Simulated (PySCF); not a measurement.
**HPS: from structure and modes to constants**

Level of theory: PBE0/[P def2-TZVP, S def2-TZVP, H def2-TZVP], no relativity, density fitting, PySCF.

The singlet minimum has Cs symmetry. Masses (u): P 30.97376, S 31.97207, H 1.00782.

```xyz
3
charge 0 multiplicity 1, angstrom
P     0.7358    0.0000   -0.6101
S    -0.7710    0.0000    0.5812
H     1.8464    0.0000    0.3119
```

Harmonic wavenumbers (cm⁻¹): 722.9 (a', ×1), 907.0 (a', ×1), 2244.8 (a', ×1).

Task: Find the principal moments of inertia and the rotational constants. What kind of rotor is it?

Result: About the centre of mass I = 1.9225, 59.714, 61.636 u Å². With B = 16.8576/I this gives 8.769, 0.2823, 0.2735 cm⁻¹. The molecule is an asymmetric top with κ = -1.00.

Task: What is the harmonic zero-point energy?

Result: Half the sum of all 3 wavenumbers, 3875/2 = 1937 cm⁻¹, which is 23.2 kJ/mol (1 cm⁻¹ = 0.0119627 kJ/mol).

Task: Find the vibrational entropy and heat capacity at 298.15 K.

Result: With u = 1.43878 ω/T, each mode gives S = R[u/(eᵘ−1) − ln(1−e⁻ᵘ)] and C = R u² eᵘ/(eᵘ−1)².
```json
{"ω (cm⁻¹)": "722.9", "u": "3.488", "S (J/(mol K))": "1.17", "C (J/(mol K))": "3.29"}
{"ω (cm⁻¹)": "907.0", "u": "4.377", "S (J/(mol K))": "0.57", "C (J/(mol K))": "2.05"}
{"ω (cm⁻¹)": "2244.8", "u": "10.833", "S (J/(mol K))": "0.00", "C (J/(mol K))": "0.02"}
```
The sums over all modes are S = 1.7 and C = 5.4 J/(mol K); the softest mode gives 67 % of the entropy.

Task: Give the standard entropy (298.15 K, 1 bar) by its translational, rotational, vibrational and spin parts, and Cp.

Result: Sackur–Tetrode with M = 63.95 u gives 160.7; rotation with symmetry number 1 gives 85.4; vibration 1.7; spin R ln 1 = 0.0. The total is 247.8 J/(mol K), and Cp = 4 R + 5.4 = 38.6 J/(mol K).

This need not be the most stable arrangement of these atoms.
